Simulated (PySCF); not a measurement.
# Reproducing measurements on boron monohydride

**The experiment to reproduce.**

From NIST CCCBDB Release 22 (SRD 101), experimental dipoles, for the gas: dipole moment 1.27 ± 0.21 D.

Liu, Meijer, Perez-Rios, Phys. Chem. Chem. Phys. 22 (2020) 24191 lists, for the gas: dipole moment 1.27 D.

The runs below try to reproduce these values; the comparison stands at the end.

Species: boron monohydride, BH (singlet state).
SMILES with atom numbers: `[BH:1]` (hydrogens: H2 on B1)

Cartesian coordinates in Å at the PBE0-D3(BJ)/def2-TZVP level; atoms count from 1:
```xyz
2
BH angstrom
B      0.6292   -0.0387    0.0056
H     -0.6105    0.0124   -0.0165
```

The PySCF runs (gas phase, on this PBE0-D3(BJ)/def2-TZVP geometry; no spin–orbit coupling):

```csv
level,job,basis functions,wall time
"PBE0-D3(BJ)/def2-TZVP, grid level 2",geometry optimisation from a GFN2-xTB start shaken at random,37,1.2 s
PBE0/pcSseg-2,"shieldings, charges and field gradients",50,1.0 s
CAM-B3LYP/aug-cc-pVTZ,"10 singlets by full TDDFT, 4 Tamm–Dancoff triplets, polarisability",69,0.55 s
PBE0/aug-cc-pVTZ,"10 singlets by full TDDFT, 4 Tamm–Dancoff triplets, polarisability, dynamic polarisability",69,0.57 s
wB97X-D/aug-cc-pVTZ,"10 singlets by full TDDFT, 4 Tamm–Dancoff triplets, polarisability, ΔSCF ions",69,1.6 s
```

Hardware: Arm Neoverse V1, one thread, on a shared host.

## Comparison

**Dipole moment.** Measured: 1.27 D (NIST CCCBDB Release 22 (SRD 101), experimental dipoles) and 1.27 D (Liu, Meijer, Perez-Rios, Phys. Chem. Chem. Phys. 22 (2020) 24191). Differences are taken against the first.

| level | computed (D) | computed − measured (D) | % (from the printed values) |
| --- | --- | --- | --- |
| PBE0-D3(BJ)/def2-TZVP | 1.59 | +0.32 | +25 |
| PBE0/pcSseg-2 | 1.57 | +0.30 | +24 |
| CAM-B3LYP/aug-cc-pVTZ | 1.60 | +0.33 | +26 |
| PBE0/aug-cc-pVTZ | 1.57 | +0.30 | +24 |
| wB97X-D/aug-cc-pVTZ | 1.62 | +0.35 | +28 |

All 5 levels lie above the measurement. The computed dipoles belong to one fixed geometry; measured ones are averaged over vibrations unless marked μe. Magnitudes are compared, not signs.

No measured geometry was used, and the causes of the misses weren't examined.
